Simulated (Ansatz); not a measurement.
Basis-set extrapolation for C₃H₅FS, SMILES `C=C(F)SC` (PBE0-D4/def2-TZVP geometry, frozen core, Ansatz). Multiplicity 1, RHF reference.

```csv
,def2-TZVPP,def2-QZVPP
HF,-613.550711,-613.571663
MP2 correlation,-0.918923,-0.990856
CCSD(T) correlation,-0.999162,not run
```

Energies in hartree. Use E(X) = E(∞) + A·exp(−7.88·√X) for Hartree–Fock and E(X) = E(∞) + B·X^(−2.97) for correlation, with X = 3 and 4, and add CCSD(T) minus MP2 of the smaller set to the MP2 limit.

Question: What is the CCSD(T) energy at the basis-set limit?

Answer: HF limit: -613.571663 + (-0.020952) × 0.13774 = -613.57455. MP2 limit: -0.990856 + (-0.071933) × 0.74074 = -1.04414. Higher-order term: -0.999162 − (-0.918923) = -0.08024. Total: -614.69893 hartree, 4.06 eV below CCSD(T)/def2-TZVPP.
